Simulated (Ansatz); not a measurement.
# SiH₂O (singlet): the correlation ladder at distance Si1–O2 = 1.854 Å, cc-pVDZ

One table from this session's results is given with a row withheld; the runs are named, their logs left out.

Program: Ansatz 0.2.0, Gaussian basis. Level of theory: cc-pVDZ, core rule «outside noble gas», up to 6 orbitals frozen. These are calculated values, not measurements.

The runs, in order: UHF; CCSD(T) on RHF; CCSD(T) on UHF; BCCD(T) on RHF; CISD; CCSDT(Q) on RHF; CCSDT(Q) on UHF; CCSDTQ on RHF; CASSCF and MRCISD+Q, 2 electrons in 2 orbitals; CASSCF and NEVPT2, 2 electrons in 2 orbitals.

8 further runs of the same task are left out: 8 for a known fault of the program. Runs told in other sessions of the task aren't counted.

### The geometry

The geometry derives from a PBE0/def2-TZVP stationary point (not a proven minimum). One bond is set to the value named and the two fragments are kept rigid.

4 atoms, charge 0, spin multiplicity 1.

Atoms are counted from 1 here; the program's logs count them from 0.

Bond lengths: Si1–O2 1.854 Å, Si1–H3 1.532 Å, O2–H4 0.961 Å. Angles: O2–Si1–H3 94.4°, Si1–O2–H4 114.2°.

Set-up of the first run:

Input file in.yaml:

```yaml
crystal:
  periodic: [false, false, false]
  atoms:
    - {symbol: Si, position_ang: [0.000000, -0.130851, 0.677624]}
    - {symbol: O, position_ang: [0.000000, 0.183087, -1.149604]}
    - {symbol: H, position_ang: [0.000000, 1.354290, 1.052133]}
    - {symbol: H, position_ang: [0.000000, -0.614432, -1.685538]}
basis:
  gaussian: {orbitals: cc-pVDZ}
magnetization: {spin_polarized: true, initial_magnetization: 0}
hamiltonian: {xc: hf}
output: {orbitals: {seedname: orbitals}}
```

Command:

```sh
$ ansatz run in.yaml --threads 1 --pin off --events-out ev --progress --plain --max-ram 2816MiB --backend cpu
```

Among the steps run: UHF; CCSD(T) on RHF; CCSD(T) on UHF; BCCD(T) on RHF; CISD; CCSDT(Q) on RHF; CCSDT(Q) on UHF; CCSDTQ on RHF; CASSCF and MRCISD+Q, 2 electrons in 2 orbitals; CASSCF and NEVPT2, 2 electrons in 2 orbitals.

One of the session's tables, all rows but one given; the rest of the session is left out.

It belongs to the step «Misses and costs». 

| method | from RCCSDTQ (meV) |
| --- | --- |
| RHF | +8507.5 |
| UHF | +8493.9 |
| RMP2 | ? |
| CISD | +978.2 |
| RCCSD | +270.6 |
| RCCSD(T) | +46.5 |
| BCCD(T) | +43.1 |
| RCCSDT | +24.4 |
| RCCSDT(Q) | -4.8 |
| RCCSDTQ | 0 |
| CASSCF pair | +7982.9 |
| NEVPT2 pair | +926.1 |
| MRCISD pair | +839.8 |
| MRCISD+Q pair | +163.3 |

**Question.** Estimate the row for RMP2.

As computed: from RCCSDTQ (meV): +918.2. In the column «from RCCSDTQ (meV)» it lies between MRCISD pair (+839.8) and NEVPT2 pair (+926.1).
